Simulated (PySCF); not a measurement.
**NMR parameters of [B(OMe)H3]-**

[B(OMe)H3]-, [CH6BO]-, point group Cs.

Geometry (Å), atoms numbered from 1 in this order:
```xyz
9

B    -0.386    0.618   -0.955
O    -0.350    0.555    0.530
C     0.322   -0.515    1.029
H    -0.104   -1.502    0.709
H     0.312   -0.510    2.143
H     1.398   -0.554    0.719
H     0.783    0.684   -1.436
H    -1.028    1.634   -1.300
H    -0.947   -0.409   -1.439
```

Total charge -1.

GIAO calculations in PySCF 2.14.0 with density-fitted response routines on the PBE0-D3(BJ)/def2-SVP structure: isolated species, non-relativistic, equivalent atoms averaged; basis pcSseg-1.

Q: Give the isotropic shieldings (ppm) with KT2, PBE0.

A: 
```tsv
atoms	environment	KT2	PBE0
O2	oxygen bonded to C, B	320.2	335.8
C3	carbon bonded to O, 3 H	121.0	123.3
B1	boron bonded to O, 3 H	113.5	114.9
H4/H5/H6	hydrogen on a carbon bonded to O	27.92	28.15
H7/H8/H9	hydrogen on a boron bonded to O	28.59	28.85
HOMO–LUMO gap (eV)	–	4.91	7.03
```

Q: And the chemical shifts, against references computed in the same way?

A: 
```json
{"atoms": "O2", "nucleus, reference": "17O, H2O", "KT2": "10.5", "PBE0": "-1.2"}
{"atoms": "C3", "nucleus, reference": "13C, TMS", "KT2": "62.2", "PBE0": "61.2"}
{"atoms": "B1", "nucleus, reference": "11B, BF3·OEt2", "KT2": "-13.7", "PBE0": "-14.2"}
{"atoms": "H4/H5/H6", "nucleus, reference": "1H, TMS", "KT2": "3.26", "PBE0": "3.12"}
{"atoms": "H7/H8/H9", "nucleus, reference": "1H, TMS", "KT2": "2.59", "PBE0": "2.41"}
```

Q: Which part of the shielding of O2 depends on the functional?

A: Diamagnetic: KT2 395, PBE0 394 ppm; paramagnetic: KT2 -75, PBE0 -58 ppm. The diamagnetic part, set mainly by inner electrons, hardly moves; the paramagnetic part goes with low-lying magnetically allowed excitations and carries the spread.

Q: What couplings does B3LYP/pcJ-1 give?

A: 1J(C3,H4) = 134.2, 1J(B1,H7) = 96.1, 1J(O2,C3) = 24.7, 1J(B1,O2) = 2.9, 2J(H4,H5) = -9.3, 2J(H7,H8) = -6.8, 2J(O2,H4) = -6.5, 2J(O2,H7) = -6.4, 3J(C3,H7) = 9.2, 3J(B1,H4) = 4.3 Hz (averaged over equivalent pairs; isotopes 13C, 1H, 11B, 17O).

Experimental scales use liquid or dissolved standards, which lie at an offset from isolated H2O (liquid H2O: subtract about 36 ppm).
